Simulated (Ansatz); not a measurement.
# CO with SiH4: structure and interaction energy

The task here is to estimate one member of a computed series from the others.

Computed with Ansatz 0.2.0, Gaussian basis. Level: PBE0-D4 structure, single points in def2-TZVPPD.

Levels: PBE-D4, revPBE-D4, BLYP-D4, r2SCAN-D4, B97M-V, PBE0-D4, B3LYP-D4, HSE06-D4, wB97X-V, wB97M-V, B2PLYP, Hartree-Fock, MP2, CCSD, CCSD(T). The reference is CCSD(T) extrapolated to the basis limit.

Correlated methods freeze the cores. B3LYP uses VWN-RPA correlation. B2PLYP carries no dispersion term here.

176 further runs of the same task are left out: 176 set aside as unsound or not needed.

### Where the work starts

The pair, from a GFN2-xTB docking trial: 7 atoms, charge 0, spin multiplicity 1.

Atoms are counted from 1 here; the program's logs count them from 0.

Bond lengths: C1–O2 1.127 Å, Si3–H4 1.462 Å, Si3–H5 1.465 Å, Si3–H6 1.459 Å, Si3–H7 1.462 Å. Angles: H4–Si3–H5 109.4°, H4–Si3–H6 109.3°, H4–Si3–H7 109.1°, H5–Si3–H6 109.7°, H5–Si3–H7 109.2°, H6–Si3–H7 110.2°.

Coordinates:

```mol
CH4OSi
  3D, bonds by distance, orders not assigned

  7  5  0  0  0  0  0  0  0  0999 V2000
    0.3004    0.3635   -2.9512 C   0  0
   -0.3308    0.1802   -2.0354 O   0  0
    0.0022   -0.1083    0.9945 Si  0  0
    0.0843   -0.4282    2.4184 H   0  0
    0.8555    1.0466    0.7060 H   0  0
   -1.3809    0.2026    0.6492 H   0  0
    0.4693   -1.2563    0.2185 H   0  0
  1  2  8  0
  3  4  8  0
  3  5  8  0
  3  6  8  0
  3  7  8  0
M  END
```

Atoms 1 to 2 are fragment A (CO), the rest fragment B (SiH4).

Set-up of the first run:

pre/in.yaml

```yaml
crystal:
  periodic: [false, false, false]
  atoms:
    - {symbol: C, position_ang: [0.300400, 0.363500, -2.951200]}
    - {symbol: O, position_ang: [-0.330800, 0.180200, -2.035400]}
    - {symbol: Si, position_ang: [0.002200, -0.108300, 0.994500]}
    - {symbol: H, position_ang: [0.084300, -0.428200, 2.418400]}
    - {symbol: H, position_ang: [0.855500, 1.046600, 0.706000]}
    - {symbol: H, position_ang: [-1.380900, 0.202600, 0.649200]}
    - {symbol: H, position_ang: [0.469300, -1.256300, 0.218500]}
basis:
  gaussian: {orbitals: def2-SVP}
hamiltonian: {xc: pbe, dispersion: d4}
relax: {f_tol: 0.03, max_steps: 250}
```

The run is started by

```sh
$ ansatz run in.yaml --threads 2 --pin off --events-out ev --progress --plain --max-ram 5222MiB
```

Among the steps run: A first relaxation in a small basis; Relaxation at PBE0-D4; PBE-D4/def2-TZVPPD; r2SCAN-D4/def2-TZVPPD; PBE0-D4/def2-TZVPPD; B3LYP-D4/def2-TZVPPD; wB97X-V/def2-TZVPPD; wB97M-V/def2-TZVPPD; B2PLYP/def2-TZVPPD; BLYP-D4/def2-TZVPPD; revPBE-D4/def2-TZVPPD; B97M-V/def2-TZVPPD; HSE06-D4/def2-TZVPPD; CCSD(T)/def2-TZVPPD; MP2/def2-QZVPPD; Vibrations of the pair.

One table of the session follows, with a row left open; its other results are not shown here.

```
      method  interaction (kcal/mol)
      PBE-D4                   -0.60
   revPBE-D4                   -0.18
     BLYP-D4                   -0.21
   r2SCAN-D4                   -0.46
      B97M-V                   -0.53
     PBE0-D4                       ?
    B3LYP-D4                   -0.40
    HSE06-D4                   -0.57
     wB97X-V                   -0.59
     wB97M-V                   -0.53
      B2PLYP                   -0.10
Hartree-Fock                    0.13
         MP2                   -0.49
        CCSD                   -0.39
     CCSD(T)                   -0.49
 CCSD(T)/CBS                   -0.55
```

**Question.** Estimate the row for PBE0-D4.

**Answer.** interaction (kcal/mol): -0.56. In the column «interaction (kcal/mol)» it lies between HSE06-D4 (-0.57) and CCSD(T)/CBS (-0.55).

Among the levels timed on like hardware and quicker than the yardstick, those that no quicker one beats, quickest first: PBE-D4 (3.8 s, -0.04 kcal/mol); PBE0-D4 (5.3 s, 0.00 kcal/mol).

PBE0-D4 reaches 0.00 kcal/mol from the reference in 5.3 s, where CCSD(T)/CBS took 82 s; the quickest level in the cost chart, PBE-D4, takes 3.8 s and misses by 0.04 kcal/mol.

Limits of these values: A lower arrangement may exist.
